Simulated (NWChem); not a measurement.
Basis-set convergence for difluoromethane (CH2F2)

```xyz
5

F      1.1105     0.0000    -0.2897
C      0.0000     0.0000     0.4951
F     -1.1105     0.0000    -0.2897
H      0.0000     0.9226     1.1222
H      0.0000    -0.9226     1.1222
```
Charge 0, spin multiplicity 1.

Everything below was run with NWChem. The geometry was optimised at PBE/def2-SVP, a minimum by its harmonic frequencies.

Quantity: dipole moment at the level PBE0.

The Pople sets run with spherical d functions.

```
basis        functions  dipole moment (D)
-----------  ---------  -----------------
3-21G               31               1.88
6-31G*              46               1.72
pcseg-1             52               2.01
6-31+G*             58               2.04
6-311++G**          80         (withheld)
aug-cc-pVDZ         87               1.90
aug-pcseg-1         87               1.90
pcseg-2            118         (withheld)
def2-TZVPP         121         (withheld)
def2-TZVPD         135               1.89
```

Task: What belongs in the gaps?

Result: 
- 6-311++G**, dipole moment (D): 2.07
- pcseg-2, dipole moment (D): 1.92
- def2-TZVPP, dipole moment (D): 1.86
